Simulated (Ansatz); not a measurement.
Process, species as SMILES: F[SiH2]F + 2 [H][H] (H2) → 2 F (HF) + [SiH4] (SiH4)
B3LYP-D3(BJ)/def2-TZVP geometries, fixed; electronic energies without zero-point terms.

Basis-set convergence of the energy of full hydrogenation at PBE with Ansatz (an electronic-structure program). Cartesian d functions, on some or all atoms, in 6-31G**, 6-311G**, 6-311+G**; all else is spherical. The program fits the integrals of some runs and decomposes those of others, by size. No added dispersion term, no relativity. Functions are those of the species that has most. Reference: the value in aug-pcseg-3, 52.06 kcal/mol, itself unsure by roughly 0.47 kcal/mol (its mean distance from aug-cc-pV(Q+d)Z, cc-pV(5+d)Z, def2-QZVPPD). Deviations are taken from unrounded values. Cost is core time over that of aug-cc-pV(T+d)Z, rough, on shared machines of one kind; a dash marks a row that isn't timed (too short, read off another run, short of memory, by another algorithm or on other hardware).

| basis | functions | energy of full hydrogenation (kcal/mol) | minus reference (kcal/mol) | cost |
|---|---|---|---|---|
| 6-31G | 35 | 40.73 | -11.33 | - |
| 6-31G** | 59 | 63.42 | 11.37 | - |
| 6-311G** | 75 | 51.00 | -1.06 | - |
| 6-311+G** | 87 | 39.42 | -12.63 | - |
| 6-311++G(2d,2p) | 109 | 45.42 | -6.63 | - |
| cc-pV(T+d)Z | 127 | 56.53 | 4.47 | - |
| def2-TZVPP | 132 | 53.03 | 0.98 | - |
| def2-TZVPD | 141 | 51.83 | -0.23 | - |
| jun-cc-pV(T+d)Z | 154 | 49.92 | -2.14 | 0.5× |
| aug-cc-pV(T+d)Z | 193 | 50.89 | -1.17 | 1× |
| cc-pV(Q+d)Z | 234 | 54.83 | 2.77 | 0.8× |
| aug-pcseg-3 | 357 | 52.06 | 0.00 | 2× |
| cc-pV(5+d)Z | 392 | 52.72 | 0.66 | 5× |
